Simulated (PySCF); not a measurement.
**AlSi⁺: from constants to spectrum**

ROHF-CCSD(T) constants of AlSi⁺, ³Π (triplet), unpaired electrons σ ↑, π ↑ (Al def2-SVP, Si def2-SVP; no relativity (PySCF 2.14); masses 26.9815 and 27.9769 u):

```
ωe             : 188.8 cm⁻¹
ωexe           : 2.86 cm⁻¹
Be             : 0.15394 cm⁻¹
αe             : 0.00255 cm⁻¹
De to Al⁺ + Si : 0.71 eV
```

**Question.** What force constant and bond length do these constants imply?

**Answer.** Reduced mass μred = 13.735 u; k = 5.8918×10⁻⁷·μred·ωe² (u, cm⁻¹, mdyn/Å) = 0.288 mdyn/Å; Re = √(16.8576/(μred·Be)) (u, cm⁻¹, Å) = 2.824 Å.

**Question.** Estimate the centrifugal constant D from the Kratzer relation and find the Dunham coefficient a1.

**Answer.** D = 4Be³/ωe² = 4.09e-07 cm⁻¹; a1 = −1 − αeωe/(6Be²) = -4.39.

Correlated steps freeze 10 core orbitals. Correlated levels converge slowly with the basis: in double zeta they bind strong bonds too weakly, by up to about 1 eV, and carry superposition errors of some tenths. For an ion De counts to the pair picked by the measured ionisation energies or electron affinities, which need not be the lowest pair at this level. The state is the lowest determinant that a PBE0 search found; another state may lie lower at other levels.
